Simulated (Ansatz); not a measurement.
**CH3B (triplet): wave-function methods side by side at distance B1–C2 = 1.853 Å, cc-pVDZ**

The task here is to estimate one member of a computed series from the others.

The runs use Ansatz 0.2.0, Gaussian basis; cc-pVDZ, core rule «outside noble gas», up to 2 orbitals frozen.

To be run: UHF; CCSD(T) on ROHF; CCSD(T) on UHF; BCCD(T) on ROHF; CISD; CCSDT(Q) on ROHF; CCSDT(Q) on UHF; CASSCF and MRCISD+Q, 4 electrons in 4 orbitals; CASSCF and NEVPT2, 4 electrons in 4 orbitals.

21 further runs of the same task are left out: 18 that didn't finish, 3 set aside as unsound or not needed.

### The system

The geometry derives from a PBE0/def2-TZVP stationary point (not a proven minimum). One bond is set to the value named and the two fragments are kept rigid.

5 atoms, charge 0, spin multiplicity 3.

Atoms are counted from 1 here; the program's logs count them from 0.

Bond lengths: B1–H3 1.194 Å, C2–H4 1.092 Å, C2–H5 1.087 Å. Angles: H4–C2–H5 113.6°.

The first run:

in.yaml

```yaml
crystal:
  periodic: [false, false, false]
  atoms:
    - {symbol: B, position_ang: [0.000000, -0.195680, 1.005147]}
    - {symbol: C, position_ang: [0.000000, 0.093398, -0.825165]}
    - {symbol: H, position_ang: [0.000000, 0.614828, 1.881417]}
    - {symbol: H, position_ang: [0.000000, 1.086697, -1.277851]}
    - {symbol: H, position_ang: [0.000000, -0.715630, -1.551875]}
basis:
  gaussian: {orbitals: cc-pVDZ}
magnetization: {spin_polarized: true, initial_magnetization: 2}
hamiltonian: {xc: hf}
output: {orbitals: {seedname: orbitals}}
```

Run with:

```
$ ansatz run in.yaml --threads 1 --pin off --events-out ev --progress --plain --max-ram 2393MiB
```

Among the steps run: UHF; CCSD(T) on ROHF; CCSD(T) on UHF; BCCD(T) on ROHF; CISD; CCSDT(Q) on ROHF; CCSDT(Q) on UHF; CASSCF and MRCISD+Q, 4 electrons in 4 orbitals; CASSCF and NEVPT2, 4 electrons in 4 orbitals.

One table of the session follows, with a row left open; its other results are not shown here.

It belongs to the step «Misses and costs». 

| method | from UCCSDT(Q) (kcal/mol) |
| --- | --- |
| ROHF | +139.78 |
| UHF | ? |
| RMP2 | +25.91 |
| UMP2 | +26.29 |
| CISD | +12.94 |
| RCCSD | +4.45 |
| UCCSD | +4.38 |
| RCCSD(T) | +0.89 |
| UCCSD(T) | +0.89 |
| BCCD(T) | +0.91 |
| RCCSDT | +0.22 |
| UCCSDT | +0.20 |
| RCCSDT(Q) | +0.03 |
| UCCSDT(Q) | 0 |
| CASSCF pair | +128.05 |
| NEVPT2 pair | +25.92 |
| MRCISD pair | +11.43 |
| MRCISD+Q pair | +1.17 |

Estimate the missing values for UHF.

The run gave: from UCCSDT(Q) (kcal/mol): +137.09. In the column «from UCCSDT(Q) (kcal/mol)» it lies between CASSCF pair (+128.05) and ROHF (+139.78).

To keep in mind: Restricted and unrestricted rows rest on different reference determinants; where their highest levels disagree by more than a few hundredths of an eV, they describe different states and don't form one ladder.
